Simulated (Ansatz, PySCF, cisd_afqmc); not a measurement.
Species: H₂O, charge 0, singlet. H2O (SMILES O).
B3LYP-D3(BJ)/def2-TZVP minimum from Ansatz (a program for electronic structure):
```
O
H 1 0.9627
H 1 0.9627 2 105.24
```

Atomisation energy term by term, kcal/mol (programs: Ansatz, cisd_afqmc). Open shells are spin-unrestricted; no spin-orbit coupling. Cores are frozen in correlated methods. Rows without X2C or -DK are non-relativistic. The Monte Carlo rows (phaseless AFQMC, CISD trial, step 0.005/hartree) carry one-sigma bars that omit the constraint's bias. Outlying blocks are dropped, and bars are widened where a walk drifts. Over all cases where full CI ran beside it in this data, AFQMC minus full CI had a median of +0.1 mEh and passed +0.4 mEh in a tenth of the cases. CBS(X,Y): correlation extrapolated as X^-3, Hartree-Fock from the larger set (Q,5: extrapolated as (X+1)exp(-9√X)). A bracket is a step between two methods taken in the basis named. '+ core + X2C': CCSD(T) terms for core correlation (cc-pwCVTZ) and scalar relativity (cc-pVTZ-DK). Full CI freezes restricted core orbitals, also for open shells; the composite that ends in it estimates full CI at the basis-set limit. For partners of very few electrons the exact lower level stands in for a higher one.

| term | basis | kcal/mol |
|---|---|---|
| Hartree-Fock | CBS(cc-pVQZ,cc-pV5Z) | 155.63 |
| CCSD correlation | CBS(cc-pVQZ,cc-pV5Z) | 73.54 |
| (T) | CBS(cc-pVQZ,cc-pV5Z) | 3.66 |
| CCSDT(Q) - CCSD(T) | cc-pV5Z | 0.01 |
| FCI - CCSDT(Q) | cc-pVDZ | 0.03 |
| core correlation | cc-pwCVTZ | 0.43 |
| scalar relativity | X2C, cc-pVTZ-DK | -0.27 |
| minus zero-point energy | Hessian by PySCF at B3LYP-D3(BJ)/def2-TZVP | -13.28 |
| sum: D0 |  | 219.7 |

The step beyond CCSD(T) by other levels: FCI in cc-pVDZ 0.33; CCSDTQ in cc-pVDZ 0.27; AFQMC/CISD in cc-pVDZ 0.37 ± 0.12; CCSDT(Q) in cc-pVDZ 0.30; CCSDTQ in cc-pVTZ 0.04; AFQMC/CISD in cc-pVTZ 0.09 ± 0.25; CCSDT(Q) in cc-pVTZ 0.06; CCSDT(Q) in cc-pVQZ 0.02 kcal/mol.
